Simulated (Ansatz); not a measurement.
## Ag₂Au: from a trial structure to a relaxed crystal

The calculation used DFT PBE, scalar-relativistic, plane waves, PAW (Ansatz 0.2.0). Cutoff 420 eV, Γ-centred k mesh, Gaussian smearing, no spin polarisation in the final step.

Ag₂Au was placed on the cubic Laves (C15) structure type (Fd-3m, No. 227), with Au in place of Mg, Ag in place of Cu, at a guessed volume.

```xyz
6
Lattice="0.0000 3.8712 3.8712 3.8712 0.0000 3.8712 3.8712 3.8712 0.0000" Properties=species:S:1:pos:R:3 pbc="T T T"
Ag    4.8390    4.8390    4.8390
Ag    4.8390    2.9034    2.9034
Ag    2.9034    2.9034    4.8390
Ag    2.9034    4.8390    2.9034
Au    0.0000    0.0000    0.0000
Au    1.9356    1.9356    1.9356
```

Steps on the 8×8×8 mesh (6 atoms). 4 of 5 steps are shown, and the free energy counts from the last. Trial steps that were taken back and renewals of the plane-wave basis can be among the rows.

| step | ΔF (meV/atom) | V (Å³/atom) | P (GPa) |
| --- | --- | --- | --- |
| 1 | 3.9 | 19.34 | -2.31 |
| 2 | 0.6 | 18.57 | 1.23 |
| 3 | -0.2 | 18.83 | -0.08 |
| 5 | 0.0 | 18.81 | 0.01 |

A final relaxation ran on a 8×8×8 mesh. The relaxed crystal, Fd-3m (No. 227):

Space group Fd-3m:1 (No. 227). a = 7.671 Å, b = 7.671 Å, c = 7.671 Å, α = 90.00°, β = 90.00°, γ = 90.00°
```json
{"atom": "Ag", "site": "16d", "symmetry": ".-3m", "x": "0.1250", "y": "0.6250", "z": "0.1250"}
{"atom": "Au", "site": "8a", "symmetry": "-43m", "x": "0.5000", "y": "0.0000", "z": "0.5000"}
```

* Volume per atom: 18.81 Å³
* Density: 12.14 g/cm³
* Energy over the elements: 0.18 eV/atom
* Gap on the 8×8×8 mesh: 0 eV (a metal)

Energies over the elements count from the elements' standard structures at the same level, with no empirical corrections.

The final run used a 8×8×8 mesh on its 6-atom cell and 0.10 eV smearing. For metals, differences of a few meV/atom aren't resolved. Spin–orbit coupling is left out.

Symmetry constrained the relaxation, so the result can be a saddle point.

Cost: 2 runs of about 1.4 core-minutes in all, on Arm Neoverse V1 (shared hosts).